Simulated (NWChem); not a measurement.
**Atomisation of dimethylamine (C₂H₇N)**

```
N
H 1 1.0163
C 1 1.4397 2 110.16
H 3 1.1008 1 110.22 2 53.37
H 3 1.1033 4 107.05 1 -119.49
H 3 1.1140 4 107.82 5 -114.60
C 1 1.4397 2 110.16 3 -126.58
H 7 1.1008 1 110.22 2 -53.37
H 7 1.1033 8 107.05 1 119.49
H 7 1.1140 8 107.82 9 114.60
```
Charge 0, spin multiplicity 1.

All runs are NWChem calculations. The geometry was optimised at PBE0/def2-SVP, a minimum by its harmonic frequencies.

Basis set: def2-TZVP. The atomisation energy is electronic alone: no zero-point, thermal, spin-orbit or counterpoise terms. No value is extrapolated to the basis-set limit. Free atoms are single determinants with multiplicities C 3, N 4, H 2. Correlated methods freeze the same cores in atoms and molecule, 3 orbitals in all.

```tsv
method	atomisation energy (kcal/mol)	relative cost
LDA (SVWN5)	987.5	1
B3LYP	867.8	under 3
HF	631.6	under 3
PBE	881.6	under 3
PBE0	868.8	under 3
MP2	838.3	under 3
TPSS	875.1	under 3
M06-2X	867.0	under 3
CAM-B3LYP	872.8	10
```

The values span 355.9 kcal/mol, from HF (lowest) to LDA (SVWN5) (highest). Costs are rough ratios of processor time within this set of runs, SCF included, with LDA (SVWN5) as 1. Costs are the molecule's.

B3LYP has NWChem's definition, with VWN1-RPA local correlation. GW and range-separated runs recompute their integrals, the others keep them in memory, which bears on the times. No SCF solution was tested for a lower state. Open-shell Hartree-Fock references start from PBE0 orbitals; any time given for them includes that run.
